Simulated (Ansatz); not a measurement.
# SiH5 (doublet): B2PLYP, RPA-PBE over a scan of the distance H1–H2 along a hydrogen transfer, cc-pVDZ

How well do these functionals follow the top wave-function level for SiH5 (doublet) over a scan of the distance H1–H2 along a hydrogen transfer?

Program: Ansatz 0.2.0, Gaussian basis. Level of theory: cc-pVDZ, all electrons in the functionals, frozen cores in the correlation of double hybrids and RPA. These are calculated values, not measurements.

Plan: B2PLYP, RPA-PBE, at 0.745 Å; 0.830 Å; 1.000 Å; 1.171 Å; 1.341 Å.

## Step 1: The geometry

The geometry derives from fragments relaxed apart (PBE0/def2-TZVP) and kept rigid, so it is no stationary point. A hydrogen atom is moved between rigid fragments.

6 atoms, charge 0, spin multiplicity 2.

Atoms are counted from 1 here; the program's logs count them from 0.

Bond lengths: H1–H2 0.745 Å, Si3–H4 1.486 Å, Si3–H5 1.486 Å, Si3–H6 1.486 Å. Angles: H4–Si3–H5 111.3°, H4–Si3–H6 111.3°, H5–Si3–H6 111.3°.

No dispersion term is added.

The geometry shown and the zero of energy belong to the point 0.745 Å. The yardstick, RCCSDTQ, and other wave-function levels (R restricted, U unrestricted, valence and pair active spaces) come from earlier runs.

## Step 2: B2PLYP, 0.745 Å

The input, in.yaml:

```yaml
crystal:
  periodic: [false, false, false]
  atoms:
    - {symbol: H, position_ang: [-2.675503, 0.000000, -0.000001]}
    - {symbol: H, position_ang: [-1.930503, 0.000000, -0.000001]}
    - {symbol: Si, position_ang: [0.105497, 0.000000, 0.000000]}
    - {symbol: H, position_ang: [0.555471, -1.416253, 0.000000]}
    - {symbol: H, position_ang: [0.555471, 0.708126, -1.226511]}
    - {symbol: H, position_ang: [0.555470, 0.708127, 1.226511]}
basis:
  gaussian: {orbitals: cc-pVDZ}
magnetization: {spin_polarized: true, initial_magnetization: 1}
hamiltonian: {xc: {name: B2PLYP}}
correlation: {electrons: outside_noble_gas}
```

Launch:

```
$ ansatz run in.yaml --threads 1 --pin off --events-out ev --progress --plain --max-ram 4096MiB --backend cpu
```

Standard output:

```text
Functional definition: B2PLYP
  name "B2PLYP"
  cite "Grimme, J. Chem. Phys. 124, 034108 (2006) doi:10.1063/1.2148954"
  cite "Becke, Phys. Rev. A 38, 3098 (1988) doi:10.1103/PhysRevA.38.3098"
  cite "Lee, Yang & Parr, Phys. Rev. B 37, 785 (1988) doi:10.1103/PhysRevB.37.785"
  parameter a = 0.53
  parameter c = 0.27
  exchange = (1 - a)*b88_x + a*exact_x
  correlation = (1 - c)*lyp_c + c*(mp2_os + mp2_ss)
395 factors; integrals over basis functions are off by at most 1.2e-3 eV
mean field evaluation 1: about -7950.8575 eV, gradient 4.3e0 eV
mean field evaluation 2: about -7950.8568 eV, gradient 4.3e0 eV
mean field evaluation 4: about -7951.0568 eV, gradient 2.9e-1 eV
mean field evaluation 8: about -7951.0583 eV, gradient 7.1e-3 eV
mean field evaluation 16: about -7951.0583 eV, gradient 8.3e-6 eV
mean field -7951.05825308 eV, -292.1960013800 hartree, gradient 8.3e-6 eV, S^2 0.756008; 0 other end points of the search recorded, 0 dependent functions left out
5 core orbitals not correlated: weight in the atoms' cores, before any rotation towards them, 1.000 or more for the frozen orbitals, at most 0.000 for the correlated occupied ones
reference -7951.05839512 eV, -292.1960065996 hartree; 5, 4 occupied and 33, 34 virtual orbitals, 395 factors
second order -4.24945353 eV of doubles, -0.00000000 eV of singles
Total energy: -7952.20574757 eV, -292.2381710246 hartree
```

Run time: 0.91 s. Hardware: 1 thread of AMD EPYC 7R13, shared host.

From the report: ⟨S²⟩ of the determinant 0.756 (pure doublet: 0.75).

## Step 3: B2PLYP, 0.830 Å

The input, in.yaml:

```yaml
crystal:
  periodic: [false, false, false]
  atoms:
    - {symbol: H, position_ang: [-2.678089, 0.000000, -0.000001]}
    - {symbol: H, position_ang: [-1.848089, 0.000000, -0.000001]}
    - {symbol: Si, position_ang: [0.102911, 0.000000, 0.000000]}
    - {symbol: H, position_ang: [0.552884, -1.416253, 0.000000]}
    - {symbol: H, position_ang: [0.552885, 0.708126, -1.226511]}
    - {symbol: H, position_ang: [0.552884, 0.708127, 1.226511]}
basis:
  gaussian: {orbitals: cc-pVDZ}
magnetization: {spin_polarized: true, initial_magnetization: 1}
hamiltonian: {xc: {name: B2PLYP}}
correlation: {electrons: outside_noble_gas}
```

The command is unchanged.

Standard output, cut to the lines that bear on the results:

```text
Functional definition: B2PLYP
  name "B2PLYP"
  cite "Grimme, J. Chem. Phys. 124, 034108 (2006) doi:10.1063/1.2148954"
  cite "Becke, Phys. Rev. A 38, 3098 (1988) doi:10.1103/PhysRevA.38.3098"
  cite "Lee, Yang & Parr, Phys. Rev. B 37, 785 (1988) doi:10.1103/PhysRevB.37.785"
[...]
397 factors; integrals over basis functions are off by at most 1.1e-3 eV
[...]
mean field -7951.03137431 eV, -292.1950136032 hartree, gradient 2.2e-6 eV, S^2 0.759315; 0 other end points of the search recorded, 0 dependent functions left out
5 core orbitals not correlated: weight in the atoms' cores, before any rotation towards them, 1.000 or more for the frozen orbitals, at most 0.000 for the correlated occupied ones
reference -7951.03151955 eV, -292.1950189407 hartree; 5, 4 occupied and 33, 34 virtual orbitals, 397 factors
second order -4.29602828 eV of doubles, -0.00000000 eV of singles
Total energy: -7952.19144719 eV, -292.2376454951 hartree
```

Run time: 0.98 s. Hardware: 1 thread of AMD EPYC 7R13, shared host.

From the report: ⟨S²⟩ of the determinant 0.759 (pure doublet: 0.75).

From 0.745 Å: +1.4 kJ/mol.

## Step 4: B2PLYP, 1.000 Å

The input, in.yaml:

```yaml
crystal:
  periodic: [false, false, false]
  atoms:
    - {symbol: H, position_ang: [-2.683262, 0.000000, -0.000001]}
    - {symbol: H, position_ang: [-1.683262, 0.000000, -0.000001]}
    - {symbol: Si, position_ang: [0.097738, 0.000000, 0.000000]}
    - {symbol: H, position_ang: [0.547712, -1.416253, 0.000000]}
    - {symbol: H, position_ang: [0.547712, 0.708126, -1.226511]}
    - {symbol: H, position_ang: [0.547711, 0.708127, 1.226511]}
basis:
  gaussian: {orbitals: cc-pVDZ}
magnetization: {spin_polarized: true, initial_magnetization: 1}
hamiltonian: {xc: {name: B2PLYP}}
correlation: {electrons: outside_noble_gas}
```

The command is unchanged.

Standard output, cut to the lines that bear on the results:

```text
Functional definition: B2PLYP
  name "B2PLYP"
  cite "Grimme, J. Chem. Phys. 124, 034108 (2006) doi:10.1063/1.2148954"
  cite "Becke, Phys. Rev. A 38, 3098 (1988) doi:10.1103/PhysRevA.38.3098"
  cite "Lee, Yang & Parr, Phys. Rev. B 37, 785 (1988) doi:10.1103/PhysRevB.37.785"
[...]
397 factors; integrals over basis functions are off by at most 1.1e-3 eV
[...]
mean field -7950.80977382 eV, -292.1868699356 hartree, gradient 3.5e-6 eV, S^2 0.766817; 0 other end points of the search recorded, 0 dependent functions left out
5 core orbitals not correlated: weight in the atoms' cores, before any rotation towards them, 1.000 or more for the frozen orbitals, at most 0.000 for the correlated occupied ones
reference -7950.80992593 eV, -292.1868755253 hartree; 5, 4 occupied and 33, 34 virtual orbitals, 397 factors
second order -4.31138305 eV of doubles, -0.00000000 eV of singles
Total energy: -7951.97399935 eV, -292.2296544346 hartree
```

It took 1.2 s on 1 thread of AMD EPYC 7R13, shared host.

From the report: ⟨S²⟩ of the determinant 0.767 (pure doublet: 0.75).

From 0.745 Å: +22.4 kJ/mol.

## Step 5: B2PLYP, 1.171 Å

The input, in.yaml:

```yaml
crystal:
  periodic: [false, false, false]
  atoms:
    - {symbol: H, position_ang: [-2.688465, 0.000000, -0.000002]}
    - {symbol: H, position_ang: [-1.517465, 0.000000, -0.000001]}
    - {symbol: Si, position_ang: [0.092535, 0.000000, 0.000000]}
    - {symbol: H, position_ang: [0.542508, -1.416253, 0.000001]}
    - {symbol: H, position_ang: [0.542509, 0.708126, -1.226511]}
    - {symbol: H, position_ang: [0.542508, 0.708127, 1.226511]}
basis:
  gaussian: {orbitals: cc-pVDZ}
magnetization: {spin_polarized: true, initial_magnetization: 1}
hamiltonian: {xc: {name: B2PLYP}}
correlation: {electrons: outside_noble_gas}
```

Launched as before.

Standard output, cut to the lines that bear on the results:

```text
Functional definition: B2PLYP
  name "B2PLYP"
  cite "Grimme, J. Chem. Phys. 124, 034108 (2006) doi:10.1063/1.2148954"
  cite "Becke, Phys. Rev. A 38, 3098 (1988) doi:10.1103/PhysRevA.38.3098"
  cite "Lee, Yang & Parr, Phys. Rev. B 37, 785 (1988) doi:10.1103/PhysRevB.37.785"
[...]
399 factors; integrals over basis functions are off by at most 1.1e-3 eV
[...]
mean field -7950.75308118 eV, -292.1847865192 hartree, gradient 7.3e-6 eV, S^2 0.761705; 0 other end points of the search recorded, 0 dependent functions left out
5 core orbitals not correlated: weight in the atoms' cores, before any rotation towards them, 1.000 or more for the frozen orbitals, at most 0.000 for the correlated occupied ones
reference -7950.75323501 eV, -292.1847921726 hartree; 5, 4 occupied and 33, 34 virtual orbitals, 399 factors
second order -4.21772351 eV of doubles, -0.00000000 eV of singles
Total energy: -7951.89202036 eV, -292.2266417622 hartree
```

It took 1 s on 1 thread of AMD EPYC 7R13, shared host.

From the report: ⟨S²⟩ of the determinant 0.762 (pure doublet: 0.75).

From 0.745 Å: +30.3 kJ/mol.

## Step 6: B2PLYP, 1.341 Å

The input, in.yaml:

```yaml
crystal:
  periodic: [false, false, false]
  atoms:
    - {symbol: H, position_ang: [-2.693638, 0.000000, -0.000002]}
    - {symbol: H, position_ang: [-1.352638, 0.000000, -0.000001]}
    - {symbol: Si, position_ang: [0.087362, 0.000000, 0.000000]}
    - {symbol: H, position_ang: [0.537336, -1.416253, 0.000001]}
    - {symbol: H, position_ang: [0.537336, 0.708126, -1.226511]}
    - {symbol: H, position_ang: [0.537335, 0.708127, 1.226511]}
basis:
  gaussian: {orbitals: cc-pVDZ}
magnetization: {spin_polarized: true, initial_magnetization: 1}
hamiltonian: {xc: {name: B2PLYP}}
correlation: {electrons: outside_noble_gas}
```

Same command.

Standard output, cut to the lines that bear on the results:

```text
Functional definition: B2PLYP
  name "B2PLYP"
  cite "Grimme, J. Chem. Phys. 124, 034108 (2006) doi:10.1063/1.2148954"
  cite "Becke, Phys. Rev. A 38, 3098 (1988) doi:10.1103/PhysRevA.38.3098"
  cite "Lee, Yang & Parr, Phys. Rev. B 37, 785 (1988) doi:10.1103/PhysRevB.37.785"
[...]
399 factors; integrals over basis functions are off by at most 1.4e-3 eV
[...]
mean field -7950.69543827 eV, -292.1826681814 hartree, gradient 7.1e-6 eV, S^2 0.754540; 0 other end points of the search recorded, 0 dependent functions left out
5 core orbitals not correlated: weight in the atoms' cores, before any rotation towards them, 1.000 or more for the frozen orbitals, at most 0.000 for the correlated occupied ones
reference -7950.69559314 eV, -292.1826738729 hartree; 5, 4 occupied and 33, 34 virtual orbitals, 399 factors
second order -4.10473032 eV of doubles, -0.00000000 eV of singles
Total energy: -7951.80387033 eV, -292.2234023082 hartree
```

Wall time 0.95 s (1 thread of AMD EPYC 7R13, shared host).

From the report: ⟨S²⟩ of the determinant 0.755 (pure doublet: 0.75).

From 0.745 Å: +38.8 kJ/mol.

## Step 7: RPA-PBE, 0.745 Å

The input, in.yaml:

```yaml
crystal:
  periodic: [false, false, false]
  atoms:
    - {symbol: H, position_ang: [-2.675503, 0.000000, -0.000001]}
    - {symbol: H, position_ang: [-1.930503, 0.000000, -0.000001]}
    - {symbol: Si, position_ang: [0.105497, 0.000000, 0.000000]}
    - {symbol: H, position_ang: [0.555471, -1.416253, 0.000000]}
    - {symbol: H, position_ang: [0.555471, 0.708126, -1.226511]}
    - {symbol: H, position_ang: [0.555470, 0.708127, 1.226511]}
basis:
  gaussian: {orbitals: cc-pVDZ}
magnetization: {spin_polarized: true, initial_magnetization: 1}
hamiltonian: {xc: {name: PBE}}
correlation: {method: rpa, electrons: outside_noble_gas}
```

Same command.

Standard output, cut to the lines that bear on the results:

```text
Functional definition: PBE
  name "PBE"
  cite "Perdew, Burke & Ernzerhof, Phys. Rev. Lett. 77, 3865 (1996) doi:10.1103/PhysRevLett.77.3865"
  parent pbe
[...]
395 factors; integrals over basis functions are off by at most 1.2e-3 eV
[...]
mean field -7951.55875492 eV, -292.2143944831 hartree, gradient 2.1e-6 eV, S^2 0.753187; 0 other end points of the search recorded, 0 dependent functions left out
5 core orbitals not correlated: weight in the atoms' cores, before any rotation towards them, 1.000 or more for the frozen orbitals, at most 0.000 for the correlated occupied ones
reference -7938.00753886 eV, -291.7163964784 hartree; 5, 4 occupied and 33, 34 virtual orbitals, 395 factors
Total energy: -7945.75821305 eV, -292.0012285011 hartree
```

Wall time 1.5 s (1 thread of AMD EPYC 7R13, shared host).

From the report: ⟨S²⟩ of the determinant 0.753 (pure doublet: 0.75).

## Step 8: RPA-PBE, 0.830 Å

The input, in.yaml:

```yaml
crystal:
  periodic: [false, false, false]
  atoms:
    - {symbol: H, position_ang: [-2.678089, 0.000000, -0.000001]}
    - {symbol: H, position_ang: [-1.848089, 0.000000, -0.000001]}
    - {symbol: Si, position_ang: [0.102911, 0.000000, 0.000000]}
    - {symbol: H, position_ang: [0.552884, -1.416253, 0.000000]}
    - {symbol: H, position_ang: [0.552885, 0.708126, -1.226511]}
    - {symbol: H, position_ang: [0.552884, 0.708127, 1.226511]}
basis:
  gaussian: {orbitals: cc-pVDZ}
magnetization: {spin_polarized: true, initial_magnetization: 1}
hamiltonian: {xc: {name: PBE}}
correlation: {method: rpa, electrons: outside_noble_gas}
```

The command is unchanged.

Standard output, cut to the lines that bear on the results:

```text
Functional definition: PBE
  name "PBE"
  cite "Perdew, Burke & Ernzerhof, Phys. Rev. Lett. 77, 3865 (1996) doi:10.1103/PhysRevLett.77.3865"
  parent pbe
[...]
397 factors; integrals over basis functions are off by at most 1.1e-3 eV
[...]
mean field -7951.59775402 eV, -292.2158276738 hartree, gradient 1.1e-6 eV, S^2 0.753872; 0 other end points of the search recorded, 0 dependent functions left out
5 core orbitals not correlated: weight in the atoms' cores, before any rotation towards them, 1.000 or more for the frozen orbitals, at most 0.000 for the correlated occupied ones
reference -7937.91587440 eV, -291.7130278716 hartree; 5, 4 occupied and 33, 34 virtual orbitals, 397 factors
Total energy: -7945.73869802 eV, -292.0005113371 hartree
```

Wall time 0.85 s (1 thread of AMD EPYC 7R13, shared host).

From the report: ⟨S²⟩ of the determinant 0.754 (pure doublet: 0.75).

From 0.745 Å: +1.9 kJ/mol.

## Step 9: RPA-PBE, 1.000 Å

The input, in.yaml:

```yaml
crystal:
  periodic: [false, false, false]
  atoms:
    - {symbol: H, position_ang: [-2.683262, 0.000000, -0.000001]}
    - {symbol: H, position_ang: [-1.683262, 0.000000, -0.000001]}
    - {symbol: Si, position_ang: [0.097738, 0.000000, 0.000000]}
    - {symbol: H, position_ang: [0.547712, -1.416253, 0.000000]}
    - {symbol: H, position_ang: [0.547712, 0.708126, -1.226511]}
    - {symbol: H, position_ang: [0.547711, 0.708127, 1.226511]}
basis:
  gaussian: {orbitals: cc-pVDZ}
magnetization: {spin_polarized: true, initial_magnetization: 1}
hamiltonian: {xc: {name: PBE}}
correlation: {method: rpa, electrons: outside_noble_gas}
```

Launched as before.

Standard output, cut to the lines that bear on the results:

```text
Functional definition: PBE
  name "PBE"
  cite "Perdew, Burke & Ernzerhof, Phys. Rev. Lett. 77, 3865 (1996) doi:10.1103/PhysRevLett.77.3865"
  parent pbe
[...]
397 factors; integrals over basis functions are off by at most 1.1e-3 eV
[...]
mean field -7951.43341331 eV, -292.2097882641 hartree, gradient 2.1e-6 eV, S^2 0.755549; 0 other end points of the search recorded, 0 dependent functions left out
5 core orbitals not correlated: weight in the atoms' cores, before any rotation towards them, 1.000 or more for the frozen orbitals, at most 0.000 for the correlated occupied ones
reference -7937.62042688 eV, -291.7021703756 hartree; 5, 4 occupied and 33, 34 virtual orbitals, 397 factors
Total energy: -7945.50174736 eV, -291.9918035611 hartree
```

It took 0.88 s on 1 thread of AMD EPYC 7R13, shared host.

From the report: ⟨S²⟩ of the determinant 0.756 (pure doublet: 0.75).

From 0.745 Å: +24.7 kJ/mol.

## Step 10: RPA-PBE, 1.171 Å

The input, in.yaml:

```yaml
crystal:
  periodic: [false, false, false]
  atoms:
    - {symbol: H, position_ang: [-2.688465, 0.000000, -0.000002]}
    - {symbol: H, position_ang: [-1.517465, 0.000000, -0.000001]}
    - {symbol: Si, position_ang: [0.092535, 0.000000, 0.000000]}
    - {symbol: H, position_ang: [0.542508, -1.416253, 0.000001]}
    - {symbol: H, position_ang: [0.542509, 0.708126, -1.226511]}
    - {symbol: H, position_ang: [0.542508, 0.708127, 1.226511]}
basis:
  gaussian: {orbitals: cc-pVDZ}
magnetization: {spin_polarized: true, initial_magnetization: 1}
hamiltonian: {xc: {name: PBE}}
correlation: {method: rpa, electrons: outside_noble_gas}
```

Same command.

Standard output, cut to the lines that bear on the results:

```text
Functional definition: PBE
  name "PBE"
  cite "Perdew, Burke & Ernzerhof, Phys. Rev. Lett. 77, 3865 (1996) doi:10.1103/PhysRevLett.77.3865"
  parent pbe
[...]
399 factors; integrals over basis functions are off by at most 1.1e-3 eV
[...]
mean field -7951.28927716 eV, -292.2044913582 hartree, gradient 3.8e-6 eV, S^2 0.754620; 0 other end points of the search recorded, 0 dependent functions left out
5 core orbitals not correlated: weight in the atoms' cores, before any rotation towards them, 1.000 or more for the frozen orbitals, at most 0.000 for the correlated occupied ones
reference -7937.63269440 eV, -291.7026211986 hartree; 5, 4 occupied and 33, 34 virtual orbitals, 399 factors
Total energy: -7945.40078889 eV, -291.9880934056 hartree
```

Wall time 0.94 s (1 thread of AMD EPYC 7R13, shared host).

From the report: ⟨S²⟩ of the determinant 0.755 (pure doublet: 0.75).

From 0.745 Å: +34.5 kJ/mol.

## Step 11: RPA-PBE, 1.341 Å

The input, in.yaml:

```yaml
crystal:
  periodic: [false, false, false]
  atoms:
    - {symbol: H, position_ang: [-2.693638, 0.000000, -0.000002]}
    - {symbol: H, position_ang: [-1.352638, 0.000000, -0.000001]}
    - {symbol: Si, position_ang: [0.087362, 0.000000, 0.000000]}
    - {symbol: H, position_ang: [0.537336, -1.416253, 0.000001]}
    - {symbol: H, position_ang: [0.537336, 0.708126, -1.226511]}
    - {symbol: H, position_ang: [0.537335, 0.708127, 1.226511]}
basis:
  gaussian: {orbitals: cc-pVDZ}
magnetization: {spin_polarized: true, initial_magnetization: 1}
hamiltonian: {xc: {name: PBE}}
correlation: {method: rpa, electrons: outside_noble_gas}
```

The command is unchanged.

Standard output, cut to the lines that bear on the results:

```text
Functional definition: PBE
  name "PBE"
  cite "Perdew, Burke & Ernzerhof, Phys. Rev. Lett. 77, 3865 (1996) doi:10.1103/PhysRevLett.77.3865"
  parent pbe
[...]
399 factors; integrals over basis functions are off by at most 1.4e-3 eV
[...]
mean field -7951.08861206 eV, -292.1971170518 hartree, gradient 3.0e-6 eV, S^2 0.752299; 0 other end points of the search recorded, 0 dependent functions left out
5 core orbitals not correlated: weight in the atoms' cores, before any rotation towards them, 1.000 or more for the frozen orbitals, at most 0.000 for the correlated occupied ones
reference -7937.72790718 eV, -291.7061202035 hartree; 5, 4 occupied and 33, 34 virtual orbitals, 399 factors
Total energy: -7945.32074345 eV, -291.9851517899 hartree
```

It took 0.82 s on 1 thread of AMD EPYC 7R13, shared host.

From the report: ⟨S²⟩ of the determinant 0.752 (pure doublet: 0.75).

From 0.745 Å: +42.2 kJ/mol.

## Step 12: Against the wave-function levels

The yardstick is RCCSDTQ, where the cluster series has nearly closed. It comes from earlier runs at the same points. Energies in kJ/mol, counted from 0.745 Å; blanks weren't run or aren't comparable.

```
  level  0.745 Å  0.830 Å  1.000 Å  1.171 Å  1.341 Å
RCCSDTQ      0.0      2.8     26.2     33.4     38.8
 B2PLYP      0.0      1.4     22.4     30.3     38.8
RPA-PBE      0.0      1.9     24.7     34.5     42.2
```

Largest miss and mean time a point (RCCSDTQ took 77 s a point; shared hosts):

```
  level  largest miss (kJ/mol)    where  time a point
 B2PLYP                   -3.8  1.000 Å           1 s
RPA-PBE                   +3.4  1.341 Å           1 s
```

## Step 13: Outcome

```
                 quantity                  value
span of the RCCSDTQ curve            38.8 kJ/mol
     largest miss, B2PLYP  -3.8 kJ/mol (1.000 Å)
    largest miss, RPA-PBE  +3.4 kJ/mol (1.341 Å)
```

**Reading.** Of the functionals, RPA-PBE keep the smallest largest miss at the points compared (at most 3.4 kJ/mol) and B2PLYP strays most (3.8 kJ/mol, at 1.000 Å). Functionals and the yardstick converge differently with the basis, so part of each miss in cc-pVDZ is the basis.
